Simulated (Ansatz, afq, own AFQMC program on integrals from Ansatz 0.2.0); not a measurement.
**NHO, triplet: a scan with AFQMC**

```xyz
3

N     0.0000   -0.1231    0.5972
O     0.0000    0.0652   -0.6011
H     0.0000    0.6766    1.2433
```

The N1–O2 distance is changed with both sides rigid. Energies in mEh count from this geometry (1.213 Å) at the same level; the start stands on UHF, each point on the determinant named.

Basis cc-pVDZ. Noble-gas cores (and the filled d shells of Ga–Kr and In–Xe) are frozen. Ansatz 0.2.0 and our own AFQMC program on the same integrals; the CISD trial comes from CCSD amplitudes, and released means the phaseless constraint is let go. Error bars are statistical, one sigma.

Cautions, each for one point or more: CCSDT(Q) on the ROHF determinant differs, by its state or its frozen core; CCSDT(Q) on the UHF determinant differs, perhaps since the unrestricted series falls towards higher spin; a spin-contaminated unrestricted determinant lies lower; cluster runs in doubt by the program's own checks; higher spins were not checked; lower spins were not checked; released walk and highest rung disagree; strong correlation; unrestricted determinant spin contaminated; walk and cluster series may follow different spin states.

| r(N1–O2) / Å | det. | T1 | weight | ⟨S²⟩ | PBE | CCSD | CCSD(T) |
| --- | --- | --- | --- | --- | --- | --- | --- |
| 1.102 | UHF | 0.015 | 0.91 | 2.02 | 31.6 | 29.8 | 31.2 |
| 1.330 | UHF | 0.060 | 0.82 | 2.02 | 8.4 | 10.5 | 9.2 |
| 1.660 | ROHF | 0.059 | 0.81 | pure | 92.9 | 90.5 | 86.7 |
| 2.196 | UHF¶ | 0.026 | 0.83 | 2.94 | 188.5§ | 151.8 | 151.1 |
| 3.277 | UHF†¶ | 0.004 | 0.82 | 3.01 | 219.3§ | 154.0 | 152.8 |

Problem. Estimate the curve of phaseless AFQMC with a CISD trial, counted from the same start.

Solution. 
```csv
r(N1–O2) / Å,det.,T1,weight,⟨S²⟩,ph-AFQMC/CISD,released AFQMC,CCSDT(Q)
1.102,UHF,0.015,0.91,2.02,32.3 ± 0.8,29.9 ± 1.3*,31.7
1.330,UHF,0.060,0.82,2.02,10.3 ± 1.1,6.5 ± 2.0*,8.2
1.660,ROHF,0.059,0.81,pure,86.4 ± 1.3,–,84.0
2.196,UHF¶,0.026,0.83,2.94,145.4 ± 1.0,–,136.9
3.277,UHF†¶,0.004,0.82,3.01,152.3 ± 1.5,150.7 ± 2.1*,140.7
```

Weight is that of the determinant in the CISD state; at the start T1 is 0.032 and the weight 0.88, and ⟨S²⟩ is 2.03. ¶ marks points with a poor determinant and no full CI, where no value is sure; they don't count among the departures. An asterisk marks released energies that aren't shown to be converged. A dagger marks points whose determinant fills other symmetries than the start's, so the wave-function levels may follow another state there, or a degenerate partner. A dash marks a missing value, a released energy that hasn't settled or a functional that sits on another state. § marks a functional whose ⟨S²⟩ is too high by over 0.1. Largest departures from phaseless AFQMC with a CISD trial: CCSD(T) -1.1 mEh at 1.330 (on UHF) (within the noise), CCSDT(Q) -2.4 mEh at 1.660 (on ROHF) (within the noise), PBE 6.5 mEh at 1.660, CCSD 4.1 mEh at 1.660 (on ROHF). The walk's constraint bias lies outside its error bars, so these are departures and not errors. Functionals count only at points shown to share the start's state and spin. In this small basis the wave-function levels are far from their limit, so their gap to the functionals isn't the functionals' error.

CCSDT and higher add their correlation energy to the determinant of the CCSD(T) run, since their own runs factorise the integrals more tightly (a shift of under 2 meV). A walk keeps the symmetry of its determinant, which the program's search chose and which needn't be the lowest solution, so a lower state of the same spin and another symmetry isn't excluded.
